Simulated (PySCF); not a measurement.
## Two structures, one formula

The two ends of one reaction step of CH6SSi, closed shell (PBE0-D4/def2-TZVP).

A:

Si1  (-0.667, -0.260, -0.761)
H2  (0.017, -1.332, 2.251)
S3  (-0.363, -1.839, -1.851)
H4  (0.043, -1.821, 1.685)
H5  (-1.979, 0.055, -0.135)
C6  (0.554, 1.072, -0.353)
H7  (0.213, 2.024, -0.770)
H8  (0.616, 1.198, 0.732)
H9  (1.542, 0.838, -0.751)
(Å)

B:

```
9
angstrom
Si -0.7235 -0.1972 0.2454
H -0.7679 -0.5984 1.6769
S -0.5891 -1.9337 -1.0028
H 0.5618 -2.3704 -0.4631
H -2.0274 0.4049 -0.1322
C 0.6808 0.9970 -0.0354
H 0.7156 1.3128 -1.0798
H 0.5569 1.8832 0.5930
H 1.6391 0.5357 0.2146
```

Program: PySCF 2.14 with density fitting (its default auxiliary sets; JK sets also for MP2 and CCSD(T)). Basis: def2-TZVPP. Cores are frozen in the correlated methods. B3LYP uses VWN-RPA correlation.

Question: Which structure is lower at CCSD(T), and by how much? (To be estimated.)

Answer: The calculation gives: B, by 122.6 kJ/mol (electronic energy, against the other). By their contacts, A is a complex of CH₄SSi ([CH3][SiH][S]) + H₂ and B is CH₆SSi ([CH3][SiH2][SH]).

All methods give the same order:

```
   method  E(B) − E(A) (kJ/mol)
    SPW92                -134.0
   PBE-D4                -113.1
r2SCAN-D4                -119.7
  PBE0-D4                -127.6
 B3LYP-D4                -115.0
 BHLYP-D4                -130.6
  wB97M-V                -124.3
       HF                -136.7
      MP2                -117.7
     CCSD                -128.9
  CCSD(T)                -122.6
```

No T1 diagnostic of these runs exceeds 0.015.

Labels in which every atom is bracketed show which atoms are joined, not bond orders.

For scale, one of the runs: CCSD(T)/def2-TZVPP, 199 basis functions, launched by `OMP_NUM_THREADS=4 python run.py`. The run took 4.7 min on 4 CPU threads of an Arm Neoverse V2 (shared host), with 2.1 GiB of host memory at its peak.
